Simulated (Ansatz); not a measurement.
Born–Oppenheimer molecular dynamics of C4H2 (6 atoms, charge 0, multiplicity 1). It starts from a relaxed structure.

Level of theory: RKS B3LYP-D4/def2-SVP (Ansatz).

```
ensemble        : NVT, Nosé–Hoover chain
time step       : 0.5 fs
steps asked     : 300
set temperature : 300 K
thermostat      : time constant 100 fs, chain length 3 (defaults)
seed            : 465685
```

Frames 1 fs apart, positions in Å, forces in eV/Å.

Velocities at 75.0 fs (Å/ps):

```
C -2.01 -0.10 1.67
C 3.51 2.49 -2.00
C -2.12 -3.12 -0.12
C 0.62 0.57 0.63
H -2.32 -2.93 -3.54
H 2.20 4.83 1.37
```

```xyz
6
Properties=species:S:1:pos:R:3:forces:R:3 time_fs=75.0 energy_less_start_eV=0.149 T=59
C -0.057 -0.452 1.248 0.23 -0.38 -0.40
C -0.162 -1.312 0.086 0.47 0.64 -0.08
C 0.457 -0.141 -0.574 1.06 -2.13 -0.47
C -0.368 0.531 0.227 -2.23 1.25 1.54
H 1.345 0.020 -1.157 0.43 0.11 -0.50
H -1.227 1.189 0.136 0.05 0.50 -0.11
6
Properties=species:S:1:pos:R:3:forces:R:3 time_fs=76.0 energy_less_start_eV=0.131 T=95
C -0.059 -0.452 1.249 0.25 -0.30 -0.40
C -0.158 -1.310 0.084 0.35 0.48 -0.06
C 0.456 -0.145 -0.574 1.21 -1.93 -0.55
C -0.368 0.532 0.228 -2.19 1.22 1.52
H 1.345 0.017 -1.162 0.30 0.09 -0.41
H -1.224 1.196 0.137 0.08 0.44 -0.11
6
Properties=species:S:1:pos:R:3:forces:R:3 time_fs=77.0 energy_less_start_eV=0.101 T=153
C -0.060 -0.453 1.251 0.25 -0.18 -0.39
C -0.154 -1.306 0.082 0.23 0.28 -0.07
C 0.455 -0.150 -0.575 1.31 -1.58 -0.59
C -0.370 0.534 0.230 -1.97 1.08 1.38
H 1.347 0.016 -1.172 0.06 0.04 -0.23
H -1.221 1.208 0.137 0.11 0.36 -0.10
6
Properties=species:S:1:pos:R:3:forces:R:3 time_fs=78.0 energy_less_start_eV=0.070 T=215
C -0.062 -0.453 1.252 0.24 -0.02 -0.36
C -0.150 -1.303 0.080 0.11 0.06 -0.10
C 0.455 -0.157 -0.576 1.30 -1.11 -0.56
C -0.373 0.537 0.234 -1.59 0.83 1.14
H 1.350 0.014 -1.184 -0.18 -0.02 -0.04
H -1.217 1.223 0.136 0.12 0.26 -0.09
6
Properties=species:S:1:pos:R:3:forces:R:3 time_fs=79.0 energy_less_start_eV=0.044 T=267
C -0.063 -0.454 1.252 0.21 0.17 -0.31
C -0.145 -1.300 0.077 0.00 -0.19 -0.15
C 0.457 -0.165 -0.578 1.13 -0.58 -0.43
C -0.378 0.540 0.238 -1.11 0.51 0.84
H 1.352 0.013 -1.196 -0.35 -0.07 0.12
H -1.211 1.240 0.134 0.12 0.16 -0.08
6
Properties=species:S:1:pos:R:3:forces:R:3 time_fs=80.0 energy_less_start_eV=0.028 T=300
C -0.065 -0.455 1.252 0.17 0.37 -0.26
C -0.141 -1.296 0.075 -0.12 -0.44 -0.20
C 0.459 -0.173 -0.580 0.81 -0.04 -0.20
C -0.384 0.544 0.244 -0.56 0.15 0.51
H 1.350 0.011 -1.208 -0.40 -0.10 0.21
H -1.205 1.259 0.131 0.10 0.06 -0.06
6
Properties=species:S:1:pos:R:3:forces:R:3 time_fs=81.0 energy_less_start_eV=0.025 T=309
C -0.066 -0.455 1.253 0.13 0.57 -0.20
C -0.137 -1.293 0.072 -0.23 -0.68 -0.26
C 0.462 -0.181 -0.582 0.37 0.46 0.09
C -0.391 0.549 0.249 -0.01 -0.21 0.19
H 1.344 0.008 -1.217 -0.33 -0.10 0.21
H -1.197 1.279 0.128 0.07 -0.04 -0.04
6
Properties=species:S:1:pos:R:3:forces:R:3 time_fs=82.0 energy_less_start_eV=0.035 T=291
C -0.067 -0.454 1.253 0.09 0.75 -0.14
C -0.133 -1.291 0.070 -0.34 -0.90 -0.30
C 0.465 -0.189 -0.584 -0.14 0.89 0.42
C -0.397 0.553 0.255 0.50 -0.54 -0.10
H 1.335 0.003 -1.225 -0.14 -0.08 0.13
H -1.189 1.298 0.124 0.04 -0.13 -0.01
6
Properties=species:S:1:pos:R:3:forces:R:3 time_fs=83.0 energy_less_start_eV=0.058 T=250
C -0.067 -0.454 1.252 0.05 0.90 -0.08
C -0.129 -1.289 0.067 -0.43 -1.08 -0.32
C 0.468 -0.197 -0.586 -0.63 1.24 0.73
C -0.403 0.556 0.261 0.93 -0.81 -0.35
H 1.325 -0.002 -1.231 0.09 -0.04 0.02
H -1.180 1.317 0.120 0.00 -0.21 0.01
6
Properties=species:S:1:pos:R:3:forces:R:3 time_fs=84.0 energy_less_start_eV=0.087 T=197
C -0.068 -0.452 1.252 0.02 1.00 -0.03
C -0.126 -1.288 0.064 -0.52 -1.22 -0.33
C 0.471 -0.203 -0.587 -1.03 1.50 0.96
C -0.408 0.559 0.267 1.27 -1.01 -0.56
H 1.316 -0.007 -1.237 0.29 0.01 -0.09
H -1.171 1.333 0.116 -0.03 -0.28 0.04
6
Properties=species:S:1:pos:R:3:forces:R:3 time_fs=85.0 energy_less_start_eV=0.114 T=146
C -0.069 -0.450 1.252 -0.01 1.05 0.01
C -0.122 -1.288 0.060 -0.59 -1.31 -0.30
C 0.473 -0.208 -0.588 -1.25 1.69 1.06
C -0.412 0.561 0.272 1.51 -1.14 -0.72
H 1.309 -0.012 -1.244 0.39 0.04 -0.12
H -1.163 1.347 0.113 -0.05 -0.33 0.06
6
Properties=species:S:1:pos:R:3:forces:R:3 time_fs=86.0 energy_less_start_eV=0.132 T=113
C -0.070 -0.446 1.252 -0.01 1.04 0.05
C -0.120 -1.290 0.056 -0.65 -1.35 -0.25
C 0.474 -0.212 -0.587 -1.26 1.83 1.00
C -0.415 0.563 0.276 1.65 -1.20 -0.84
H 1.306 -0.017 -1.253 0.35 0.04 -0.04
H -1.155 1.358 0.110 -0.08 -0.37 0.09
```

Of the whole run (150 fs, mean temperature of the second half 210 K): The conserved energy stayed within 0.081 meV per atom of its start (net change 0.034 meV per atom), so the integration is sound. The mean temperature of the second half is 30 % below the set value. A run of 0.15 ps of so small a system gives no equilibrium averages.

Time of the run: 6.2 min on 1 thread of Intel(R) Xeon(R) Platinum 8488C (Sapphire Rapids), with other jobs on the host, peak memory 0.23 GiB.
